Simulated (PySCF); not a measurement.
trimethylamine cation (C3H9N), SMILES CN(C)C (connectivity only; charge and spin as stated), charge +1, multiplicity 2.

Coordinates come from a B3LYP-D3(BJ)/def2-SVP optimisation. The multiplicity is an assumed one; no other spin state was optimised.

All values below come from TDA-LC-ωPBE/def2-SVPD in PySCF.

Vertical excitations; the highest root listed may be one member of a degenerate set. The molecule is in vacuum.

```tsv
state	energy (eV)	λ (nm)	f	main pairs
root 1	5.73	216	0.000	β HOMO−3→LUMO, β HOMO−4→LUMO (degenerate set)
root 2	5.73	216	0.000	β HOMO−4→LUMO, β HOMO−3→LUMO (degenerate set)
root 3	5.96	208	0.006	β HOMO→LUMO 99 %
root 4	6.50	191	0.122	β HOMO−1→LUMO (degenerate set)
root 5	6.50	191	0.122	β HOMO−2→LUMO (degenerate set)
root 6	8.36	148	0.000	β HOMO−5→LUMO 95 %
root 7	8.57	145	0.000	β HOMO−6→LUMO, β HOMO−7→LUMO (degenerate set)
root 8	8.57	145	0.000	β HOMO−7→LUMO, β HOMO−6→LUMO (degenerate set)
root 9	9.01	138	0.032	α HOMO→LUMO 76 %, α HOMO→LUMO+3 18 %
root 10	10.00	124	0.028	α HOMO→LUMO+3 64 %, α HOMO→LUMO 13 %
```
Unrestricted roots are not spin-pure.
